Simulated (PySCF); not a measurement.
# SiF2: the energy surface near the minimum

Aim: map the energy of singlet SiF2 about its B3LYP minimum, with rigid distortions.

The runs use PySCF 2.14.0; B3LYP, basis Si def2-TZVP, F def2-TZVP, no relativity, density fitting.

## Step 1: Where the work starts

3 atoms, charge 0, spin multiplicity 1.

Bond lengths: Si1–F2 1.609 Å, Si1–F3 1.609 Å. Angles: F2–Si1–F3 100.8°.

Coordinates in bohr (charge 0 multiplicity 1):
```
Si    0.0000    0.0000    0.0000
F     2.3431    0.0000    1.9379
F    -2.3431    0.0000    1.9379
```

## Step 2: Breathing scan

One driver script runs all scans and calls PySCF for each point, on a (75, 302) grid.

Started as:

```
OMP_NUM_THREADS=4 python axn.py task.json out
```

A rigid scan with B3LYP: all bonds to the central atom are scaled together. Each point starts from its neighbour's orbitals, and energies count from the minimum.

```
scale of all bonds to the centre  energy (kJ/mol)  dipole size (D)
                            0.88            169.9             0.08
                            0.92             65.7             0.33
                            0.96             14.4             0.76
                            1.00              0.0             1.21
                            1.04             11.2             1.67
                            1.08             39.9             2.14
                            1.14            103.6             2.85
                            1.22            208.7             3.76
                            1.35            393.0             5.13
```

The scan needed 8.2 s of wall time on 4 threads of AMD EPYC 7R43 (Zen 3), shared host.

## Step 3: Stretching one bond

A rigid scan with B3LYP: the bond from Si to the last atom (F) is scaled and the rest held.

```
scale of one bond  energy (kJ/mol)  dipole size (D)
             0.92             31.2             0.96
             0.96              6.8             1.03
             1.00              0.0             1.21
             1.05              8.0             1.54
             1.12             37.6             2.12
             1.20             84.2             2.84
             1.35            180.5             4.21
             1.55            297.8             5.88
             1.80            412.3             7.61
             2.20            530.6             9.62
```

The scan took 11 s.

A restricted determinant lies too high at long bonds, where the pair should uncouple.

## Step 4: Bending curve

A rigid scan with B3LYP: the F–Si–F angle changes, with bonds held.

```
bond angle (°)  energy (kJ/mol)  dipole size (D)
            80             62.9             2.23
            90             13.7             1.74
           100              0.1             1.25
           110              7.3             0.77
           120             28.2             0.33
           130             57.4             0.04
           140             90.4             0.28
           150            122.4             0.39
           160            149.2             0.35
           170            166.7             0.20
           180            172.8             0.00
```

The scan took 10 s.

## Step 5: Bend–stretch map

A rigid scan with B3LYP: rows scale both bonds, columns set the F–Si–F angle.

Energy (kJ/mol):

```
scale \ angle    90   105   120    135    150    165    180
         0.94  57.3  34.6  60.5  109.7  163.3  204.2  219.1
         0.97  25.4   8.8  35.4   83.1  134.5  173.5  187.8
         1.00  13.7   1.6  28.2   73.7  122.4  159.2  172.8
         1.03  17.3   8.5  34.3   77.3  123.0  157.6  170.3
         1.06  32.5  25.9  50.5   90.7  133.2  165.5  177.4
         1.10  66.0  61.0  83.4  119.6  158.0  187.2  198.1
```

The map took 43 s.

Best bond scale on the grid: 1.00 at 90°, 1.00 at 105°, 1.00 at 120°, 1.00 at 135°, 1.00 at 150°, 1.03 at 165°, 1.03 at 180°.

## Step 6: Map over both bonds

A rigid scan with B3LYP: rows scale the first bond (Si–F), columns the second (Si–F).

Energy (kJ/mol):

```
scale \ scale  0.94  0.97  1.00  1.04  1.09   1.15
         0.94  34.6  21.0  16.4  20.5  37.0   66.7
         0.97  21.0   7.8   3.7   8.4  25.6   55.9
         1.00  16.4   3.7   0.0   5.3  23.0   54.0
         1.04  20.5   8.4   5.3  11.2  29.7   61.5
         1.09  37.0  25.6  23.0  29.7  49.1   81.9
         1.15  66.7  55.9  54.0  61.5  81.9  115.8
```

The map needed 36 s of wall time on 4 threads of AMD EPYC 7R43 (Zen 3), shared host.

## Step 7: Outcome

| quantity | value |
| --- | --- |
| all bonds 4 % longer | 11.2 kJ/mol |
| one bond 20 % longer | 84.2 kJ/mol |
| linear shape, bonds held | 172.8 kJ/mol |

In words: The well is lopsided, 14.4 kJ/mol for 4 % shorter bonds against 11.2 for 4 % longer ones. Held rigid otherwise, the linear shape costs 173 kJ/mol.
